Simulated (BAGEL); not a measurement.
# SiH3Cl (chlorosilane): a chain of runs

Wanted: the energy (HF/6-31G*), then a single-point energy (NEVPT2(2,2)/6-31G*), then the energy (CASPT2(2,2)/6-31G*) of SiH3Cl (chlorosilane). 

The calculation is run with BAGEL 1.2.2.

### 1 The structure to begin with

The species is SiH3Cl (5 atoms), meant as a singlet with charge 0. SMILES: `[SiH3]Cl`. The Si1–Cl2 distance was set to 2.772 Å, away from the relaxed value.

Bond lengths: Si1–H3 1.481 Å, Si1–H4 1.481 Å, Si1–H5 1.481 Å. Angles: H3–Si1–H4 110.4°, H3–Si1–H5 110.4°, H4–Si1–H5 110.4°. A long bond or contact: Si1–Cl2 2.772 Å.

### 2 A single-point energy at HF/6-31G(d) (density fitting with svp-jkfit, spherical functions) (run 1)

File input.json:

```json
{ "bagel": [

{
  "title": "molecule",
  "basis": "6-31gs.json",
  "df_basis": "svp-jkfit",
  "angstrom": true,
  "geometry": [
    { "atom": "Si", "xyz": [      -0.794640,       0.204845,      -0.157187 ] },
    { "atom": "Cl", "xyz": [       1.838300,      -0.513500,       0.329900 ] },
    { "atom": "H", "xyz": [      -1.633540,      -0.302055,       0.952813 ] },
    { "atom": "H", "xyz": [      -1.217340,      -0.399455,      -1.441187 ] },
    { "atom": "H", "xyz": [      -0.873440,       1.681645,      -0.230987 ] }
  ]
},

{ "title": "hf" },

{ "title": "print", "file": "orbitals.molden", "orbitals": true }

]}
```

The basis set 6-31G* is read from a file made from the Basis Set Exchange's data (not shown).

Command:

```console
$ BAGEL_NUM_THREADS=1 BAGEL input.json > input.out
```

The log of the run:

```text
* using 1 threads per process

  ===============================================================
  ===============================================================

  *** Geometry ***

  { "atom" : "Si", "xyz" : [     -1.501652,      0.387101,     -0.297040 ] },
  { "atom" : "Cl", "xyz" : [      3.473884,     -0.970374,      0.623421 ] },
  { "atom" : "H", "xyz" : [     -3.086943,     -0.570801,      1.800556 ] },
  { "atom" : "H", "xyz" : [     -2.300439,     -0.754861,     -2.723449 ] },
  { "atom" : "H", "xyz" : [     -1.650562,      3.177848,     -0.436502 ] },

  Number of auxiliary basis functions:      310

  Since a DF basis is specified, we compute 2- and 3-index integrals:
    o Being stored without compression. Storage requirement is 0.004 GB

  Number of basis functions:       42
  Number of electrons      :       34

    * METHOD: MOLECULE                             0.07

  *** RHF ***

  === Nuclear Repulsion ===
    68.7292879670

      * DIIS with orbital gradients will be used.

  === RHF iteration (6-31gs.json) ===
      0       -750.02242805          0.01514464           0.01
      1       -750.09251185          0.00626053           0.01
      2       -750.10697666          0.00152107           0.01
      3       -750.10777033          0.00018313           0.01
      4       -750.10779084          0.00006192           0.01
      5       -750.10779367          0.00001757           0.01
      6       -750.10779397          0.00000394           0.01
      7       -750.10779398          0.00000038           0.01
      8       -750.10779398          0.00000006           0.01
      9       -750.10779398          0.00000002           0.01
     10       -750.10779398          0.00000000           0.01
    * SCF iteration converged.

    * Permanent dipole moment:
           (    2.084322,    -0.568709,     0.385667) a.u.

    * METHOD: HF                                   0.20

    * METHOD: PRINT                                0.00

  ===============================================================
```

It took 0.52 s on 1 thread of Arm Neoverse V2, shared host; peak memory 0.14 GiB.

### 3 A single-point energy at NEVPT2(2,2)/6-31G(d) (density fitting with svp-jkfit, spherical functions) (run 2)

File input.json:

```json
{ "bagel": [

{
  "title": "molecule",
  "basis": "6-31gs.json",
  "df_basis": "svp-jkfit",
  "angstrom": "true",
  "geometry": [
    { "atom": "Si", "xyz": [   -0.794640,    0.204845,   -0.157187 ] },
    { "atom": "Cl", "xyz": [    1.838300,   -0.513500,    0.329900 ] },
    { "atom": "H", "xyz": [   -1.633540,   -0.302055,    0.952813 ] },
    { "atom": "H", "xyz": [   -1.217340,   -0.399455,   -1.441187 ] },
    { "atom": "H", "xyz": [   -0.873440,    1.681645,   -0.230987 ] }
  ]
},
{
  "title": "hf"
},
{
  "title": "casscf",
  "nstate": 1,
  "nact": 2,
  "nclosed": 16,
  "active": [15, 18],
  "maxiter": 200,
  "natocc": "true"
},
{
  "title": "nevpt2",
  "nstate": 1,
  "nact": 2,
  "nclosed": 16,
  "active": [15, 18],
  "maxiter": 200,
  "natocc": "true",
  "ncore": 10
},
{
  "title": "print",
  "file": "orbitals.molden",
  "orbitals": "true"
}

]}
```

The basis set 6-31G* is read from a file made from the Basis Set Exchange's data (not shown).

Command:

```console
$ BAGEL_NUM_THREADS=1 BAGEL input.json > input.out
```

The log of the run:

```text
* using 1 threads per process

  ===============================================================
  ===============================================================

  *** Geometry ***

[... 29 lines left out ...]
    * SCF iteration converged.
[... 1 line left out ...]
    * Permanent dipole moment:
[... 27 lines left out ...]
    * Second-order optimization converged. *
[... 9 lines left out ...]
     * ci vector, state   0, <S^2> = 0.0000
[... 3 lines left out ...]
    * METHOD: CASSCF                               0.86

    * freezing 10 orbitals

  === DF-NEVPT2 calculation ===

    * 3-index integral transformation done
    * assembly done

      NEVPT2 correlation energy:   -0.1890245683      0.01

          (+0)     -0.1178806006
          (+0)'    -0.0213197799
          (+1)     -0.0117953446
          (+1)'    -0.0000000000
          (+2)     -0.0008220588
          (-1)     -0.0337068983
          (-1)'     0.0000000000
          (-2)     -0.0034998861

      NEVPT2 total energy:       -750.3170748994

    * METHOD: NEVPT2                               0.03

    * METHOD: PRINT                                0.00

  ===============================================================
```

Run time: 1.4 s. Hardware: 1 thread of Arm Neoverse V2, shared host; peak memory 0.14 GiB.

### 4 A single-point energy at CASPT2(2,2)/6-31G(d) (density fitting with svp-jkfit, spherical functions) (run 3)

File calc.json:

```json
{ "bagel" : [

{
  "title" : "molecule",
  "basis" : "6-31gs.json",
  "df_basis" : "svp-jkfit",
  "angstrom" : true,
  "geometry" : [
    { "atom" : "Si", "xyz" : [      -0.794640,       0.204845,      -0.157187 ] },
    { "atom" : "Cl", "xyz" : [       1.838300,      -0.513500,       0.329900 ] },
    { "atom" : "H", "xyz" : [      -1.633540,      -0.302055,       0.952813 ] },
    { "atom" : "H", "xyz" : [      -1.217340,      -0.399455,      -1.441187 ] },
    { "atom" : "H", "xyz" : [      -0.873440,       1.681645,      -0.230987 ] }
  ]
},

{ "title" : "hf" },

{ "title" : "casscf", "nstate" : 1, "nact" : 2, "nclosed" : 16, "active" : [15, 18], "maxiter" : 200, "natocc" : true },

{ "title" : "print", "file" : "orbitals.molden", "orbitals" : true },

{ "title" : "smith", "method" : "caspt2", "ms" : true, "xms" : true, "sssr" : true, "shift" : 0.2, "shift_imag" : true, "ncore" : 10 }

]}
```

The basis set 6-31G* is read from a file made from the Basis Set Exchange's data (not shown).

Command:

```console
$ BAGEL_NUM_THREADS=1 BAGEL calc.json > calc.out
```

The log of the run:

```text
* using 1 threads per process

  ===============================================================
  ===============================================================

  *** Geometry ***

[... 31 lines left out ...]
    * Permanent dipole moment:
[... 37 lines left out ...]
     * ci vector, state   0, <S^2> = 0.0000
[... 21 lines left out ...]
       #      aibj      arbs      arbi      airj      risj      airs      arst      rist         Etot      error   time
[... 9 lines left out ...]
      ------------------------------------------------------------------------------------------------------------------

    * CASPT2 energy : state  0     -750.3170278480
        w/o shift correction       -750.3156683017
        reference weight              0.9298214349

    * METHOD: SMITH                                0.08

  ===============================================================
```

Wall time 1.6 s (1 thread of Arm Neoverse V2, shared host); peak memory 0.14 GiB.

### 5 Outcome

| quantity | value |
| --- | --- |
| run 1, HF/6-31G*: total energy | -750.10779 Eh |
| run 1, HF/6-31G*: dipole moment | 5.58 D |
| run 1, HF/6-31G*: HOMO energy | -11.22 eV |
| run 1, HF/6-31G*: LUMO energy | 0.14 eV |
| run 1, HF/6-31G*: HOMO–LUMO gap | 11.36 eV |
| run 2, NEVPT2(2,2)/6-31G*: total energy | -750.31707 Eh |
| run 3, CASPT2(2,2)/6-31G*: total energy | -750.31703 Eh |
